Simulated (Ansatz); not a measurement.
A nudged elastic band was laid between two geometries of CH6Si + H2O (11 atoms, charge 0, multiplicity 1).

These are results of RKS revPBE-D4/def2-SVP in Ansatz 0.2.0, not measurements.

```yaml
movable_images: 5
climbing_image: yes
spring: 5.0 eV/Å²
optimiser: quadratic models (default)
start_path: through a guess of the saddle point
force_threshold: 0.05 eV/Å
iteration_limit: 60
end_points: relaxed
```

Image 0:

```xyz
11
Properties=species:S:1:pos:R:3
Si -1.014 0.710 0.396
C 0.096 -0.662 1.095
H -1.714 0.262 -0.858
H -2.084 1.038 1.411
H -0.240 1.971 0.133
H 2.018 0.082 -1.675
O 1.095 0.169 -1.979
H -0.492 -1.573 1.325
H 0.869 -0.916 0.345
H 0.600 -0.332 2.026
H 0.865 -0.749 -2.219
```

Image 6:

```xyz
11
Properties=species:S:1:pos:R:3
Si -1.237 1.550 -0.724
C 1.086 -1.663 1.055
H -1.995 0.311 -0.314
H -1.265 2.558 0.385
H -1.912 2.125 -1.945
H 1.008 -0.705 0.506
O 0.402 1.228 -1.005
H 0.073 -2.072 1.236
H 1.675 -2.390 0.462
H 1.590 -1.491 2.026
H 0.573 0.548 -1.680
```

What changes between the two ends?

Bonds broken: Si1–C2, H6–O7. Bonds formed: Si1–O7, C2–H6. CH6Si + H2O becomes CH4 + H4OSi.

Give the energies along the band, and the barrier.

The forces met the threshold. The highest image is number 2 of 0 to 6, 41.1 kcal/mol above the first end and 58.6 kcal/mol above the last; the last end lies 17.5 kcal/mol below the first. Neighbouring images differ by up to 2.3 eV, so the band resolves the path poorly. A vibrational analysis at the climbing image gives one clearly imaginary mode, 1045i cm⁻¹: a first-order saddle point. The orbitals stay closed-shell, which can raise the energy where a bond breaks towards radicals; this wasn't checked here.

```json
{"image": "0", "path coordinate (Å)": "0.00", "energy (kcal/mol)": "0.0", "Si1–C2 (Å)": "1.90", "H6–O7 (Å)": "0.98", "Si1–O7 (Å)": "3.22"}
{"image": "1", "path coordinate (Å)": "1.85", "energy (kcal/mol)": "4.1", "Si1–C2 (Å)": "1.91", "H6–O7 (Å)": "0.98", "Si1–O7 (Å)": "3.09"}
{"image": "2", "path coordinate (Å)": "3.70", "energy (kcal/mol)": "41.1", "Si1–C2 (Å)": "2.24", "H6–O7 (Å)": "1.14", "Si1–O7 (Å)": "1.95"}
{"image": "3", "path coordinate (Å)": "5.06", "energy (kcal/mol)": "-12.0", "Si1–C2 (Å)": "3.10", "H6–O7 (Å)": "1.99", "Si1–O7 (Å)": "1.71"}
{"image": "4", "path coordinate (Å)": "6.42", "energy (kcal/mol)": "-16.9", "Si1–C2 (Å)": "3.71", "H6–O7 (Å)": "2.61", "Si1–O7 (Å)": "1.69"}
{"image": "5", "path coordinate (Å)": "7.77", "energy (kcal/mol)": "-17.4", "Si1–C2 (Å)": "4.03", "H6–O7 (Å)": "2.51", "Si1–O7 (Å)": "1.69"}
{"image": "6", "path coordinate (Å)": "9.13", "energy (kcal/mol)": "-17.5", "Si1–C2 (Å)": "4.34", "H6–O7 (Å)": "2.53", "Si1–O7 (Å)": "1.69"}
```

What is the geometry of the highest image?


```xyz
11
Properties=species:S:1:pos:R:3
Si -0.695 0.773 -0.180
C 0.340 -0.915 0.862
H -1.757 -0.137 -0.736
H -1.000 1.281 1.210
H -0.882 2.057 -0.984
H 0.884 -0.364 -0.419
O 0.993 0.531 -1.118
H -0.622 -1.320 1.232
H 0.904 -1.810 0.499
H 0.904 -0.498 1.721
H 0.932 0.402 -2.089
```

The band took 27 iterations and roughly 3 core-minutes.

Time of the run: 110 s on 2 threads of Intel(R) Xeon(R) Platinum 8488C (Sapphire Rapids) (shared host), peak memory 0.13 GiB.
